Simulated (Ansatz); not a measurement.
```xyz
2

Si    0.5240    0.1119    0.8025
S    -0.5240   -0.1119   -0.8025
```

Total charge 0; spin multiplicity 1.

Question: List the ωB97M-V/def2-TZVPP orbital energies in eV (the Gaussian-basis code of Ansatz). (An estimate is asked.)

Answer: Computed: Occupied: -2426.44, -1808.23, -220.43, -163.46, -163.46, -163.43, -149.16, -103.30, -103.30, -103.15, -22.44, -14.59, -10.26, -10.26, -10.07. Lowest empty: -0.31, -0.31, 2.74, 6.16, 6.22, 6.22, 7.14, 7.14.
